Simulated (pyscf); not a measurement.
**Addition across a multiple bond or ene-type step: `[O]=[CH][OH]` + `[CH3][OH]` -> `[OH][CH2][CH]([OH])[OH]`**

Gas phase, singlet surface, charge 0. Bonds broken: C6–H8. Bonds formed: C2–C6, O3–H8. Structures and frequencies: ωB97X-D3(BJ)/def2-SVP in PySCF.

Transition state (Å):

```xyz
11

O     -2.0416    -0.6192     0.9261
C     -1.0073    -0.8478     0.1280
O     -1.1798    -1.0932    -1.1459
H     -2.7151    -0.1658     0.3901
H     -0.1911    -1.3295     0.6993
C     -0.2290     1.0207    -0.0443
O     -1.3951     1.8030     0.0208
H     -0.5352    -0.0325    -0.9371
H      0.3579     0.9989     0.8900
H      0.4564     1.3531    -0.8586
H     -1.2043     2.6348     0.4665
```

One imaginary mode, 2282i cm⁻¹; descent along it reached the two sides named, in the forms told below.

```csv
bond,change,reactant side (Å),saddle,product side
C6–H8,breaks,1.098,1.414,2.419
C2–C6,forms,3.8,2.031,1.527
O3–H8,forms,2.366,1.259,0.968
```

Electronic energies relative to the separated reactants (kcal/mol):

| level | barrier | reaction energy | reverse barrier |
|---|---|---|---|
| ωB97X-D3(BJ)/def2-TZVP | 82.2 | -5.8 | 87.9 |
| PBE/def2-TZVP | 73.4 | -1.5 | 75.0 |
| r²SCAN/def2-TZVP | 75.4 | -4.5 | 79.9 |
| B3LYP-D3(BJ)/def2-TZVP | 81.5 | -2.1 | 83.5 |
| PBE0-D3(BJ)/def2-TZVP | 76.1 | -7.0 | 83.1 |
| M06-2X/def2-TZVP | 79.0 | -8.1 | 87.0 |
| ωB97M-D3(BJ)/def2-TZVP | 81.2 | -5.1 | 86.3 |
| HF/def2-TZVP | 103.9 | +1.9 | 102.0 |

With ωB97M-D3(BJ)/def2-TZVP energies and thermal terms (ideal gas, 1 atm, RRHO with modes under 100 cm⁻¹ raised to 100, one conformer, R ln 2 for chiral ones without a mode under 150 cm⁻¹), in kcal/mol:

| T (K) | ΔH‡ | ΔG‡ | ΔH | ΔG |
|---|---|---|---|---|
| 298 | 78.5 | 90.1 | -2.3 | +10.1 |
| 600 | 79.3 | 101.7 | -1.6 | +22.5 |
| 900 | 80.3 | 112.6 | -0.6 | +34.3 |
| 1200 | 81.3 | 123.2 | +0.5 | +45.7 |

On the reactant side the descent ends in a bound adduct, 9.9 kcal/mol under the separated species and 92.1 kcal/mol under the saddle at ωB97X-D3(BJ)/def2-TZVP. On the product side the descent ends in a point that may be a rotor saddle (no frequency run), 3.1 kcal/mol over the lowest minimum found and 84.8 kcal/mol under the saddle at ωB97X-D3(BJ)/def2-TZVP. At the saddle there is also a short C–H contact that neither side keeps. One saddle was located; it need not be the lowest between these sides.
